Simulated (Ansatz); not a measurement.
## Worked example: HAlSi, quintet against HAlSi, triplet

Geometry (PBE0/def2-TZVP stationary point of a triplet), kept for both states (HAlSi, triplet: Σ⁻; HAlSi, quintet: Π):

```xyz
3

Si    0.0000    0.0000    2.0886
Al    0.0000    0.0000   -0.2449
H     0.0000    0.0000   -1.8437
```

Basis 6-31G; Ansatz 0.2.0. Correlated methods freeze the noble-gas cores. Prefix R: restricted or restricted open-shell reference; prefix U: unrestricted.

Full CI is exact within this basis and frozen core; it isn't the basis-set limit. The frozen core follows each run's orbitals, which can shift R against U totals by a few meV.

```tsv
level	E(HAlSi, triplet) (hartree)	E(HAlSi, quintet) (hartree)
UHF	-531.286436	-531.218091
UMP2	-531.347202	-531.256955
UCCSD(T)	-531.371862	-531.278505
full CI	-531.373194	-531.279195
```

Task: Give the vertical gap, HAlSi quintet less HAlSi triplet, at each level in eV (1 hartree = 27.2114 eV), and each error against full CI.

Result: full CI: (-531.279195 − (-531.373194)) × 27.2114 = 2.558 eV (the reference)
UCCSD(T): (-531.278505 − (-531.371862)) × 27.2114 = 2.540 eV, error -0.018 eV
UMP2: (-531.256955 − (-531.347202)) × 27.2114 = 2.456 eV, error -0.102 eV
UHF: (-531.218091 − (-531.286436)) × 27.2114 = 1.860 eV, error -0.698 eV

Total energies of functionals can't be set beside those of wave-function methods, since they hold the core's correlation and their own absolute errors; only the differences compare.

The set has no polarisation functions, so the order and spacing of states can differ from the basis-set limit.

Each level lands on the state that its own search finds. T1 diagnostics of restricted CCSD: 0.034 and 0.027.
